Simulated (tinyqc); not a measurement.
Worked calculation: ROHF in the sto-3g basis, for BH, spin multiplicity 3. One step of it, computed by the program tinyqc.

Question. Iteration 1: building the Fock matrix. J_ij = sum D_kl (ij|kl) with D = D(alpha) + D(beta), K_ij = sum D_kl (ik|jl) for each spin; F = H + J - K(s); E = tr D H + tr D J / 2 - 0.5 sum_s tr D(s) K(s) + E_nn.

D(alpha) at the start:
```
            1B 1s      1B 2s     1B 2px     1B 2py     1B 2pz      2H 1s
1B 1s    0.869025  -0.360380   0.305626  -0.246422   0.018987   0.047457
1B 2s   -0.360380   1.078570   0.101908  -0.056650   0.055521  -0.082472
1B 2px   0.305626   0.101908   0.547068   0.339348  -0.050853  -0.106332
1B 2py  -0.246422  -0.056650   0.339348   0.673371   0.004761  -0.172541
1B 2pz   0.018987   0.055521  -0.050853   0.004761   1.021702  -0.341966
2H 1s    0.047457  -0.082472  -0.106332  -0.172541  -0.341966   0.165690
```

D(beta) at the start:
```
            1B 1s      1B 2s     1B 2px     1B 2py     1B 2pz      2H 1s
1B 1s    0.399587   0.162544   0.416752   0.066045  -0.021464  -0.049728
1B 2s    0.162544   0.251791   0.096591  -0.112175   0.361520  -0.119453
1B 2px   0.416752   0.096591   0.463305   0.123500  -0.167828  -0.012887
1B 2py   0.066045  -0.112175   0.123500   0.115037  -0.280812   0.066085
1B 2pz  -0.021464   0.361520  -0.167828  -0.280812   0.739479  -0.195195
2H 1s   -0.049728  -0.119453  -0.012887   0.066085  -0.195195   0.059215
```

core Hamiltonian H = T + V (hartree):
```
             1B 1s      1B 2s     1B 2px     1B 2py     1B 2pz      2H 1s
1B 1s   -12.581380  -3.257434   0.000000   0.000000  -0.006367  -0.122471
1B 2s    -3.257434  -3.672556   0.000000   0.000000  -0.064734  -0.450312
1B 2px    0.000000   0.000000  -2.866076   0.000000   0.000000   0.000000
1B 2py    0.000000   0.000000   0.000000  -2.866076   0.000000   0.000000
1B 2pz   -0.006367  -0.064734   0.000000   0.000000  -2.900517  -0.516543
2H 1s    -0.122471  -0.450312   0.000000   0.000000  -0.516543  -1.767640
```

Two-electron integrals (ij|kl) in chemists' order, unique and non-zero (hartree):
```
(11|11) 2.923513   (21|11) 0.518376   (21|21) 0.109262   (22|11) 0.744229
(22|21) 0.193177   (22|22) 0.544804   (31|31) 0.020264   (32|31) 0.029996
(32|32) 0.120346   (33|11) 0.742491   (33|21) 0.193240   (33|22) 0.544682
(33|33) 0.586773   (41|41) 0.020264   (42|41) 0.029996   (42|42) 0.120346
(43|43) 0.031630   (44|11) 0.742491   (44|21) 0.193240   (44|22) 0.544682
(44|33) 0.523513   (44|44) 0.586773   (51|51) 0.020264   (52|51) 0.029996
(52|52) 0.120346   (53|53) 0.031630   (54|54) 0.031630   (55|11) 0.742491
(55|21) 0.193240   (55|22) 0.544682   (55|33) 0.523513   (55|44) 0.523513
(55|55) 0.586773   (61|11) 0.019035   (61|21) 0.004004   (61|22) 0.007125
(61|33) 0.007096   (61|44) 0.007096   (61|51) 0.000307   (61|52) 0.000567
(61|55) 0.007187   (61|61) 0.000152   (62|11) 0.070192   (62|21) 0.018642
(62|22) 0.061350   (62|33) 0.059470   (62|44) 0.059470   (62|51) 0.002007
(62|52) 0.014224   (62|55) 0.065043   (62|61) 0.000733   (62|62) 0.012128
(63|31) 0.001451   (63|32) 0.007614   (63|53) 0.002400   (63|63) 0.000993
(64|41) 0.001451   (64|42) 0.007614   (64|54) 0.002400   (64|64) 0.000993
(65|11) 0.079460   (65|21) 0.021300   (65|22) 0.073320   (65|33) 0.069917
(65|44) 0.069917   (65|51) 0.003218   (65|52) 0.021884   (65|55) 0.080037
(65|61) 0.000859   (65|62) 0.016570   (65|65) 0.023183   (66|11) 0.260197
(66|21) 0.070067   (66|22) 0.258735   (66|33) 0.248214   (66|44) 0.248214
(66|51) 0.006331   (66|52) 0.062597   (66|55) 0.279495   (66|61) 0.002740
(66|62) 0.075305   (66|65) 0.110585   (66|66) 0.774606
```

nuclear repulsion = 1.30146879 hartree

Give: Coulomb J; exchange K(alpha); exchange K(beta); F(alpha); F(beta); total energy of this density.

Answer.

Coulomb J (hartree):
```
         1B 1s   1B 2s  1B 2px  1B 2py  1B 2pz   2H 1s
1B 1s    7.082   1.545   0.041  -0.018   0.022   0.057
1B 2s    1.545   3.486   0.089  -0.053   0.085   0.391
1B 2px   0.041   0.089   3.474   0.029  -0.014   0.004
1B 2py  -0.018  -0.053   0.029   3.460  -0.018  -0.005
1B 2pz   0.022   0.085  -0.014  -0.018   3.516   0.468
2H 1s    0.057   0.391   0.004  -0.005   0.468   1.662
```

exchange K(alpha) (hartree):
```
         1B 1s   1B 2s  1B 2px  1B 2py  1B 2pz   2H 1s
1B 1s    2.331   0.419   0.255  -0.202   0.025   0.022
1B 2s    0.419   0.797   0.129  -0.104   0.008   0.064
1B 2px   0.255   0.129   0.498   0.188  -0.036  -0.021
1B 2py  -0.202  -0.104   0.188   0.568  -0.010  -0.049
1B 2pz   0.025   0.008  -0.036  -0.010   0.710   0.013
2H 1s    0.022   0.064  -0.021  -0.049   0.013   0.080
```

exchange K(beta) (hartree):
```
        1B 1s   1B 2s  1B 2px  1B 2py  1B 2pz   2H 1s
1B 1s   1.388   0.427   0.339   0.026   0.056   0.012
1B 2s   0.427   0.381   0.156  -0.055   0.208   0.026
1B 2px  0.339   0.156   0.344   0.069  -0.094  -0.005
1B 2py  0.026  -0.055   0.069   0.151  -0.151  -0.011
1B 2pz  0.056   0.208  -0.094  -0.151   0.465   0.034
2H 1s   0.012   0.026  -0.005  -0.011   0.034   0.017
```

F(alpha) (hartree):
```
         1B 1s   1B 2s  1B 2px  1B 2py  1B 2pz   2H 1s
1B 1s   -7.831  -2.132  -0.214   0.184  -0.010  -0.087
1B 2s   -2.132  -0.983  -0.040   0.051   0.012  -0.123
1B 2px  -0.214  -0.040   0.110  -0.159   0.022   0.025
1B 2py   0.184   0.051  -0.159   0.026  -0.008   0.044
1B 2pz  -0.010   0.012   0.022  -0.008  -0.094  -0.061
2H 1s   -0.087  -0.123   0.025   0.044  -0.061  -0.185
```

F(beta) (hartree):
```
         1B 1s   1B 2s  1B 2px  1B 2py  1B 2pz   2H 1s
1B 1s   -6.888  -2.140  -0.298  -0.044  -0.040  -0.077
1B 2s   -2.140  -0.567  -0.067   0.002  -0.188  -0.086
1B 2px  -0.298  -0.067   0.264  -0.039   0.080   0.009
1B 2py  -0.044   0.002  -0.039   0.443   0.133   0.006
1B 2pz  -0.040  -0.188   0.080   0.133   0.150  -0.082
2H 1s   -0.077  -0.086   0.009   0.006  -0.082  -0.123
```

total energy of this density = -18.69420 hartree
